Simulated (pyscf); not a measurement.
This saddle point was located with ωB97X-D3(BJ)/def2-SVP in PySCF.

```
P
H 1 1.4185
H 1 1.7662 2 116.52
Si 3 1.5554 1 107.44 2 15.31
H 4 1.4999 3 110.91 1 54.05
H 4 1.5002 5 105.79 3 113.52
Ge 1 2.3098 2 95.80 6 112.80
H 7 1.5335 1 110.67 2 -11.22
H 7 1.5369 8 110.07 5 -176.47
H 7 1.5370 8 110.07 9 -120.45
```
Charge 0, spin multiplicity 1.

Surface: singlet, charge 0. Lowest wavenumbers (cm⁻¹): 922i, 101, 112, 195, 337.

Task: Which two sides does it connect, and which bonds change?

Result: H₂P–GeH₃ + SiH₂ [singlet] ⇌ H₃Si–PH–GeH₃, an insertion read from left to right: H–P broken and P–Si, H–Si formed. At CCSD(T)/def2-TZVPP + ΔMP2(QZVPP) it lies -1.8 kcal/mol from the left side and +60.5 kcal/mol from the right (each side as separated species at their lowest minima found). On the reactant side the descent ends in a bound adduct, 9.6 kcal/mol under the separated species and 6.9 kcal/mol under the saddle at ωB97X-D3(BJ)/def2-TZVP. At CCSD(T) the saddle lies under the separated reactants, which points to a path from their complex (located at ωB97X-D3(BJ) alone). One saddle was located; it need not be the lowest between these sides. The CCSD(T) − MP2 part came from Ansatz, without density fitting, on the same reference. The frozen core leaves the outer d or s,p core shells of the metals and heavy elements correlated in the MP2 and CC values, and def2-TZVPP describes them poorly, which can shift differences by a few kcal/mol. Elements up to Kr have no core potential and no relativistic terms here.
